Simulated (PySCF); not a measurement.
A geometry optimisation on `[Li][O]` [radical].

Method: PBE0-D3(BJ)/def2-SVP geometry optimisation, gas phase (PySCF 2.14.0). Start geometry: GFN2-xTB. The input is one job of a driver script: a line of settings, then coordinates in Å.

Input:
```
{"job": {"xc": "PBE0", "basis": "def2-SVP", "d3": "d3bj", "grid": 1, "kind": "geom"}, "charge": 0, "multiplicity": 2}
Li     0.785360    -0.004890    -0.006750
O     -0.779840     0.007430    -0.021540
```

Task: Give the output.

Result: 
```
step   0  E = -82.50470024  max force = 0.032773
step   1  E = -82.50722626  max force = 0.009199
step   2  E = -82.50749606  max force = 0.001790
step   3  E = -82.50751009  max force = 0.000121
optimisation converged
```

Energies in Eh; «max force» is the largest Cartesian gradient component in Eh/bohr.

Task: How much energy does the optimisation release, in kcal/mol?

Result: E(step 0) − E(last step) = 0.002810 Eh, which is 1.8 kcal/mol.

Task: Give the first gradient maximum in eV/Å.

Result: With 1 Eh/bohr = 51.422 eV/Å, 1.685 eV/Å.

Summary of the converged run: final energy -82.50751 Eh after 3 steps; dipole 5.90 D.

Task: Where do the atoms end?

Result: 0.049 Å rms from the input after alignment:
```
atom  x, y, z in Å
Li1    0.8341   -0.0045   -0.0050
O2    -0.8286    0.0071   -0.0233
```

The run took 1.2 s on Arm Neoverse V1, one thread, no GPU (shared host).
Labels such as C1 count atoms from 1, the log's own numbers from 0.
